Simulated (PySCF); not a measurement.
# Ionising C2

UHF-CCSD(T); basis C aug-pcseg-1; no relativity; PySCF 2.14. Neutral (UHF): triplet (σ ↑, π ↑), Re = 1.327 Å, ωe = 1637 cm⁻¹, De = 5.70 eV.

C₂⁻ (UHF): doublet (σ ↑), Re = 1.286 Å, ωe = 1766 cm⁻¹, De = 7.68 eV to C + C⁻. The energies at the minima are -75.70288 hartree for C2 and -75.81742 for C₂⁻.

Q: Work out the adiabatic electron affinity, without and with harmonic zero-point energies (1 hartree = 27.2114 eV, 1 eV = 8065.5 cm⁻¹), and the change of the bond length.

A: At UHF-CCSD(T): 0.11454 hartree = 3.117 eV between the minima; the zero-point term (1637.0 − 1766.0)/2 cm⁻¹ = -0.008 eV makes it 3.109 eV. Re changes by -4.1 pm against the neutral. The electron enters a π orbital; the charge polarises the partner, so the anion is bound more strongly.

Correlated steps freeze 2 core orbitals. Correlated levels converge slowly with the basis: in double zeta they bind strong bonds too weakly, by up to about 1 eV, and carry superposition errors of some tenths. States were picked by a PBE0 search and need not be the measured ground states.
